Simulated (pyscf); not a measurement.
## Routes from H₃C–SnH₃ + methyl (CH₃•)

Candidate steps break at most two bonds and form at most two. Each was searched with GFN2-xTB (tblite) first. PySCF, gas phase, ωB97X-D3(BJ)/def2-SVP geometries. Energies: ωB97M-D3(BJ)/def2-TZVP, eV, from the separated reactants, doublet surface; ΔG‡ with ideal gas, 1 atm, RRHO with modes under 100 cm⁻¹ raised to 100, one conformer, R ln 2 for chiral ones without a mode under 150 cm⁻¹.

| products | type | ΔE‡ | ΔE | ΔG‡ 298 K | ΔG‡ 900 K | ν‡ (cm⁻¹) |
|---|---|---|---|---|---|---|
| H₃C–SnH₂• + CH₄ | hydrogen abstraction | 0.14 | -1.43 | 0.50 | 1.18 | 363i |
| H₃C–CH₃ + SnH₃• | substitution at C | 1.13 | -1.14 | 1.59 | 2.37 | 1054i |

Plain bond fissions and candidates not yet searched are not listed, and one of them may be faster. Each barrier is that of the saddle found; lower ones may exist. Elements past Kr carry the def2 core potentials, without spin-orbit coupling.
